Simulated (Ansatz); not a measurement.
Basis-set extrapolation for C3H4OS, SMILES `C=C(S)C=O` (PBE0-D4/def2-TZVP geometry, frozen core, Ansatz 0.2.0). Multiplicity 1, RHF reference.

```csv
,def2-TZVPP,def2-QZVPP
HF,-588.374862,-588.394515
MP2 correlation,-0.880634,-0.945147
CCSD(T) correlation,-0.957914,not run
```

Energies in hartree. Use E(X) = E(∞) + A·exp(−7.88·√X) for Hartree–Fock and E(X) = E(∞) + B·X^(−2.97) for correlation, with X = 3 and 4, and add CCSD(T) minus MP2 of the smaller set to the MP2 limit.

**Question.** What is the CCSD(T) energy at the basis-set limit?

**Answer.** HF limit: -588.394515 + (-0.019653) × 0.13774 = -588.39722. MP2 limit: -0.945147 + (-0.064513) × 0.74074 = -0.99293. Higher-order term: -0.957914 − (-0.880634) = -0.07728. Total: -589.46743 hartree, 3.66 eV below CCSD(T)/def2-TZVPP.
